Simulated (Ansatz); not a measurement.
Which is lower?

Two relaxed structures of CH3OSi (charge +1), singlet (PBE0-D4/def2-TZVP; forces vanish, vibrations not checked).

A:

| atom | x (Å) | y (Å) | z (Å) |
| --- | --- | --- | --- |
| O1 | -0.9344 | -1.6121 | -0.3236 |
| C2 | 0.1895 | 1.1721 | 0.2506 |
| Si3 | 0.1764 | -0.5183 | -0.1190 |
| H4 | -0.8058 | -2.5474 | -0.5324 |
| H5 | 0.5442 | 1.8207 | -0.5564 |
| H6 | 0.6003 | 1.4292 | 1.2320 |

B:

```
atom    x (Å)    y (Å)    z (Å)
  O1  -0.9549  -1.4710  -0.2921
  C2  -0.2475  -0.4853  -0.0985
 Si3   0.2831   1.1150   0.2352
  H4  -0.4718  -2.3074  -0.4903
  H5   0.6548   1.8587  -0.9761
  H6   0.7363   1.2900   1.6218
```

Ansatz 0.2.0; basis: def2-TZVPP; cores frozen in the correlated methods. B3LYP uses VWN-RPA correlation.

(1) Which structure is lower at CCSD(T), and by how much? (An estimate is asked for; the value comes from the calculation.)

T1 diagnostic: at most 0.026. The T1 diagnostic is large here, which may signal multireference character or strong orbital relaxation, so CCSD(T) is less sure. The restricted Hartree–Fock reference is unstable towards an unrestricted one at one or more of these structures. A large double-excitation amplitude points to some diradical character; no triplet was computed.

Answers

(1) Computed: A, by 168.3 kJ/mol (electronic energy, against the other). By their contacts, A is CH₃OSi ([CH2][Si][OH]), total charge +1 and B is CH₃OSi ([OH][C][SiH2]), total charge +1.

All methods give the same order:

```csv
method,E(B) − E(A) (kJ/mol)
PBE-D4,148.5
r2SCAN-D4,155.9
PBE0-D4,148.9
B3LYP-D4,152.3
wB97M-V,150.7
HF,132.9
MP2,174.1
CCSD,163.2
CCSD(T),168.3
```

Labels in which every atom is bracketed show which atoms are joined, not bond orders.

For scale, one of the runs: CCSD(T)/def2-TZVPP, 146 basis functions, launched by `ansatz run in.yaml --threads 2 --pin off --events-out ev --progress --plain --max-ram 4352MiB`. Time: 11 s of wall clock on 2 CPU threads of an Arm Neoverse V2; the host was shared. Peak host memory: 0.86 GiB.
